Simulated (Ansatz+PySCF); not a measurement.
Two shapes of doublet C2H5O.

Shape 1:

```xyz
8

H    -2.1894    0.2415   -0.2347
C    -1.2516   -0.2515   -0.0146
C     0.0088    0.5226    0.0427
O     1.1131   -0.3739   -0.0584
H     1.9152    0.1224    0.1272
H    -1.2528   -1.2836    0.3101
H     0.0265    1.2753   -0.7633
H     0.0580    1.0637    0.9508
```

Shape 2:

```xyz
8

H    -2.1896    0.2396   -0.2379
C    -1.2518   -0.2534   -0.0178
C     0.0086    0.5206    0.0395
O     1.1129   -0.3758   -0.0617
H     1.9150    0.1205    0.1240
H    -1.2529   -1.2855    0.3069
H     0.0263    1.2734   -0.7665
H     0.0592    1.0772    0.9734
```

Basis set: cc-pVTZ (spherical functions). Frozen core: 3 orbitals. Correlation on ROHF uses semicanonical orbitals with singles. Charge 0, multiplicity 2.

Computed with Ansatz (development build ahead of 0.2.0); each method stands on the lowest determinant of its kind that the runs found.

(1) Which shape is lower in energy, and by how much in each method?

Results:

(1)

```csv
method,E(2) − E(1) (eV)
ROHF,-0.018
UHF,-0.019
ROHF-MP2,-0.026
UHF-MP2,-0.026
```

Shape 2 is lower.
